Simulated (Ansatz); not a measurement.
Coupled-cluster diagnostics for the cluster P4⁻, Ansatz.

Geometry of the doublet (B3LYP-D4/def2-TZVPD):

```xyz
4

P     0.431   -1.016   -2.254
P     0.120    0.597   -1.186
P    -0.844   -0.170    1.018
P     0.293    0.589    2.422
```

Correlated methods freeze 20 core orbitals. Another isomer (doublet) lies 1.38 eV lower at PBE0-D4/def2-TZVPD; other spin states weren't run for this one.

(1) Estimate the CCSD(T) correlation energy, the shares of MP2 and (T), T1 and the reference's ⟨S²⟩ for: charge -1, doublet, own geometry in def2-TZVPPD; and the rough time on 4 threads of Arm Neoverse V1 on a shared host.

Results:

(1) 
```tsv
state	basis	correlation (eV)	MP2 share (%)	(T) share (%)	T1	⟨S²⟩ (pure)	wall time	remarks
charge -1, doublet, own geometry	def2-TZVPPD	-17.634	82.0	7.3	0.079	1.77 (0.75)	7.7 min	large T1, spin-contaminated
```
Customary marks for T1 are 0.02 (closed shells), 0.045 (open shells) and about 0.05 (3d metals). T1 exceeds 0.02 in 1 of 1 rows and 0.045 in 1; the higher it lies, the less the single-reference result can be trusted.
